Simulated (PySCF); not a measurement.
C4H8, SMILES C=CCC, GFN2-xTB optimised geometry.

```
12

C      1.41    -1.27     0.92
C      0.65    -0.70     0.00
C     -0.84    -0.70     0.00
C     -1.39     0.72     0.00
H      2.48    -1.24     0.89
H      0.97    -1.79     1.76
H      1.11    -0.18    -0.83
H     -1.20    -1.22    -0.90
H     -1.21    -1.24     0.87
H     -1.06     1.26     0.89
H     -2.48     0.71    -0.01
H     -1.05     1.27    -0.88
```

Density from CAM-B3LYP/def2-TZVP run with PySCF at that geometry.

Minimum of the electron density along straight lines between bonded atoms, close to the bond critical point (lines longer than 1.1 times the sum of covalent radii, or with two minima, are not listed):

```tsv
bond	length / Å	ρ at the minimum / e bohr⁻³	∇²ρ there / e bohr⁻⁵	position (fraction from the first atom)
C1–C2	1.319	0.363	-1.15	0.50
C2–C3	1.496	0.265	-0.71	0.51
C3–C4	1.528	0.245	-0.61	0.50
C1–H5	1.077	0.288	-1.04	0.64
C1–H6	1.078	0.287	-1.03	0.64
C2–H7	1.083	0.287	-1.03	0.64
C3–H8	1.094	0.278	-0.95	0.64
C3–H9	1.092	0.281	-0.97	0.64
C4–H10	1.088	0.281	-0.97	0.64
C4–H11	1.088	0.280	-0.97	0.64
C4–H12	1.088	0.280	-0.97	0.64
```
